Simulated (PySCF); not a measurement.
C₂H₆O₃S.
Geometry (PBE0-D3(BJ)/def2-TZVP, Å), atoms numbered from 1 in this order:
```
atom  x, y, z in Å
C1     1.7593   -0.8550    0.4084
O2     0.3822   -0.4975    0.5848
S3    -0.2193    0.4317   -0.5564
C4    -1.8457    0.5598    0.0918
O5     0.4243    1.7072   -0.5099
O6    -0.2409   -0.2947   -1.7872
H7     1.8871   -1.4154   -0.5189
H8     2.3829    0.0401    0.4008
H9     2.0094   -1.4795    1.2623
H10   -2.3969    1.1922   -0.6037
H11   -1.7993    1.0243    1.0745
H12   -2.2881   -0.4331    0.1371
```

The closed-shell ground state was solved at several levels (PySCF, density fitting, gas phase, non-relativistic). One conformer (not necessarily the lowest) at the PBE0-D3(BJ)/def2-TZVP geometry, without solvent, vibrations or thermal averaging.

| level | basis functions | total energy (Eh) | HOMO (eV) | LUMO (eV) | gap (eV) | dipole (D) |
| --- | --- | --- | --- | --- | --- | --- |
| B97-2/pcSseg-2 | 307 | -703.7317 | -8.27 | 0.49 | 8.76 | 3.14 |
| PBE0/pcSseg-2 | 307 | -703.3438 | -8.57 | 0.46 | 9.03 | 3.16 |
| wB97X-D/pcSseg-2 | 307 | -703.7135 | -10.49 | 2.16 | 12.65 | 3.20 |

**Question.** Estimate the row for KT3/pcSseg-2, a basis of 307 functions; the other rows only guide the guess.

**Answer.** Total energy -710.8482 Eh, HOMO -7.04 eV, LUMO -0.48 eV, gap 6.56 eV, dipole 3.00 D.

**Question.** Over all these levels, which gives the widest orbital gap and which the narrowest?

**Answer.** wB97X-D/pcSseg-2 (range-separated hybrid) has the widest, 12.65 eV, and KT3/pcSseg-2 (GGA) the narrowest, 6.56 eV. From the narrowest to the widest the HOMO moves by -3.45 eV and the LUMO by +2.64 eV.

**Question.** In the pcSseg-2 basis, how does the gap go with the fixed share of exact exchange?

**Answer.** KT3 (0 %) 6.56 eV; B97-2 (21 %) 8.76 eV; PBE0 (25 %) 9.03 eV. Each rise in the share widens the gap here.

**Question.** How far do the dipole and the HOMO energy spread over the levels?

**Answer.** The dipole runs from 3.00 to 3.20 D (mean 3.12 D) and the HOMO from -10.49 to -7.04 eV.

The pairwise dispersion term of wB97X-D wasn't added to the energies; at a given geometry it leaves orbitals and properties as they are.
